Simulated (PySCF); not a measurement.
Molecule: `[C@H](CCC)(C)F`, C₅H₁₁F.

Geometry:
```csv
atom,x (Å),y (Å),z (Å)
C1,2.533,0.007,-0.171
C2,1.281,-0.120,0.681
C3,-0.004,0.102,-0.104
C4,-1.258,-0.070,0.728
C5,-2.541,0.138,-0.041
F6,-1.266,-1.354,1.251
H7,3.445,-0.156,0.423
H8,2.534,-0.730,-0.990
H9,2.608,1.006,-0.630
H10,1.237,-1.119,1.145
H11,1.323,0.600,1.517
H12,-0.011,1.114,-0.544
H13,-0.053,-0.606,-0.951
H14,-1.221,0.621,1.593
H15,-2.600,1.163,-0.433
H16,-3.410,-0.037,0.608
H17,-2.596,-0.563,-0.888
```

Geometry PBE0-D3(BJ)/def2-SVP throughout; GIAO in PySCF 2.14, gas phase, one conformer, non-relativistic; equivalent atoms averaged; functional PBE0.

Q: How do the shifts δ (against TMS, CFCl3 at the same level) depend on the basis set? (a selection of nuclei; ppm; last column core-seconds on shared hosts with different chips, so compare them loosely)

A: 
| basis set | functions | C4 | C3 | C5 | C1 | F6 | H14 | H11 | H7/H8/H9 | H12 | core-s |
| --- | --- | --- | --- | --- | --- | --- | --- | --- | --- | --- | --- |
| STO-3G | 41 | 63.4 | 29.8 | 20.3 | 20.2 | -131.9 | 1.82 | 0.74 | 0.73 | 0.69 | 2.7 |
| 6-31G | 76 | 85.3 | 40.4 | 23.4 | 16.2 | -212.2 | 4.58 | 1.34 | 1.10 | 1.36 | 5.3 |
| pcSseg-0 | 76 | 92.2 | 43.3 | 26.7 | 17.6 | -226.0 | 4.42 | 1.10 | 1.11 | 1.11 | 5 |
| 6-31G* | 106 | 84.3 | 39.2 | 22.6 | 15.7 | -194.1 | 4.58 | 1.32 | 0.99 | 1.24 | 7.6 |
| def2-SVP | 139 | 86.0 | 40.5 | 22.1 | 15.4 | -182.1 | 4.22 | 1.02 | 0.85 | 1.01 | 10 |
| cc-pVDZ | 139 | 87.6 | 42.9 | 23.5 | 16.6 | -188.4 | 4.26 | 1.11 | 0.90 | 1.08 | 11 |
| pcSseg-1 | 157 | 90.1 | 42.7 | 23.5 | 16.2 | -202.9 | 4.30 | 1.10 | 1.00 | 1.01 | 14 |
| 6-311+G(2d,p) | 228 | 89.5 | 42.5 | 22.3 | 15.2 | -200.2 | 4.44 | 1.19 | 0.92 | 1.23 | 21 |
| aug-cc-pVDZ | 237 | 87.5 | 42.4 | 22.1 | 15.4 | -188.3 | 4.48 | 1.22 | 1.00 | 1.32 | 24 |
| def2-TZVP | 252 | 91.7 | 43.4 | 23.0 | 16.1 | -196.8 | 4.42 | 1.19 | 0.92 | 1.26 | 25 |
| IGLO-III | 320 | 93.1 | 44.5 | 23.4 | 16.1 | -200.0 | 4.45 | 1.20 | 0.93 | 1.27 | 39 |

Q: Which nucleus among those listed moves most, in ppm?

A: F6 (fluorine on an sp3 carbon): from -226.0 ppm with pcSseg-0 to -131.9 ppm with STO-3G. The smallest spread is 0.38 ppm, at H7/H8/H9. Proton shifts span only some 12 ppm, so a few tenths of a ppm matter as much there as several ppm in carbon.

Q: Taking the largest basis, IGLO-III (320 functions), as the yardstick, rank the others by their worst heavy-atom deviation.

A: pcSseg-1 3.0 ppm (157 functions), def2-TZVP 3.2 ppm (252 functions), 6-311+G(2d,p) 3.7 ppm (228 functions), 6-31G* 8.9 ppm (106 functions), cc-pVDZ 11.6 ppm (139 functions), aug-cc-pVDZ 11.7 ppm (237 functions), 6-31G 12.2 ppm (76 functions), def2-SVP 17.9 ppm (139 functions), pcSseg-0 26.1 ppm (76 functions), STO-3G 68.1 ppm (41 functions).

A small basis that lands close on one nucleus may do so by chance; judge by the trend and by all nuclei.
